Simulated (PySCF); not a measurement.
**Simulated absorption spectrum**

Species: C₃H₄Cl₂.
InChI=1S/C3H4Cl2/c1-3(5)2-4/h2H,1H3/b3-2+

Computed, not measured: PySCF, TDDFT wB97X-D/def2-SVPD, vertical, gas phase, core orbitals frozen in the response. Geometry: PBE0-D3(BJ)/def2-SVP; no solvent, vibrations or thermal averaging.

Broadening: Gaussians 0.3 eV wide at half height, area fixed by f = 4.319×10⁻⁹ ∫ε dν̃. The cross-section is σ = 3.8235×10⁻²¹ ε cm², given in Mb (10⁻¹⁸ cm²). The width is an assumption, not a result. The curve ends short of the highest state used, and states not computed would add to its high-energy end.

λ (nm), σ (Mb) and a bar:
```
    158.4       2.76 #
    161.2       1.16 
    164.1       1.38 
    167.0       3.51 #
    169.9       3.57 #
    172.8       1.77 
    175.7       0.84 
    178.6       0.40 
    181.5       0.21 
    184.4       1.60 
    187.3      12.69 ###
    190.1      48.56 ############
    193.0     103.70 #########################
    195.9     122.99 ##############################
    198.8      85.16 #####################
    201.7      36.05 #########
    204.6       9.74 ##
    207.5       1.75 
    210.4       0.23 
    213.3       0.03 
    216.2       0.00 
    219.0       0.00 
    221.9       0.00 
    224.8       0.00
```

(1) Where are the band maxima, and which computed states make them?

(2) Coming from long wavelengths, where does ε first pass 100 L mol⁻¹ cm⁻¹?

(3) On this curve, what absorbance would a 10⁻⁴ mol/L sample give at 193 nm over a 1 cm path?

Results:

(1) 195 nm (6.35 eV), ε about 33000, made up of S2 (100%); 168 nm (7.36 eV), ε about 1000, made up of S5 (99%) (ε in L mol⁻¹ cm⁻¹; maxima over ε = 5, shares over 10%). At its high-energy end, 7.83 eV, the curve is still rising (ε about 730, from S7). The states used: S1 5.96 eV (f 0.0000); S2 6.35 eV (f 0.362); S3 7.07 eV (f 0.0018); S4 7.32 eV (f 0.0000); S5 7.36 eV (f 0.011); S6 7.71 eV (f 0.0002); S7 7.88 eV (f 0.0086); S8 8.14 eV (f 0.0005); S9 8.18 eV (f 0.0006); S10 8.43 eV (f 0.015).

(2) At about 210 nm (5.91 eV), 0.05 eV below S1.

(3) 193 nm is 6.424 eV, where ε is about 27000 L mol⁻¹ cm⁻¹, so A = ε c l ≈ 2.7 (Beer–Lambert, with the gas-phase spectrum and the assumed width).

All these states lie below the vertical ionisation energy of 9.34 eV (ΔSCF).

Hardware: one thread of an Arm Neoverse N1, no GPU (shared host). Cost: 45 s of wall time.
